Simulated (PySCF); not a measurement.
Gas-phase reaction: B₂H₆ + 4 B = 6 BH

Method: PySCF energies plus ideal-gas RRHO corrections (1 bar). † marks an energy on the PBE0/def2-TZVP geometry and frequencies; other levels use their own. MP2 freezes the core. 6-31G* has spherical d functions here. Open shells (unrestricted): B (multiplicity 2, electronic degeneracy 6); the rest are closed-shell singlets. Spin-orbit splitting is ignored; it lowers the true energy and changes the entropy of B. MP2 isn't extrapolated to the basis-set limit; its ΔH°(298 K) is 423.6 kJ in def2-SVP and 410.1 kJ in def2-TZVPP. The harmonic model lacks anharmonicity and excited electronic states, which grow with temperature; levels with a mode under 35 cm⁻¹ are left out.

```tsv
level	ΔE electronic, kJ	ΔH°(298 K), kJ	ΔS°(298 K), J/K	ΔG°(1800 K), kJ
HF/6-31G*	500	431	185	87
M06-2X/def2-TZVP†	428	362	184	27
MP2/def2-TZVPP†	476	410	184	74
PBE0/def2-QZVP†	521	455	184	120
PBE0/def2-SVP†	530	464	184	129
ωB97M-V/def2-TZVP†	412	346	184	10
ωB97X-V/def2-TZVP†	460	394	184	59
```
ΔH° is lowest at ωB97M-V/def2-TZVP† and highest at PBE0/def2-SVP†. No reference value is set beside these.
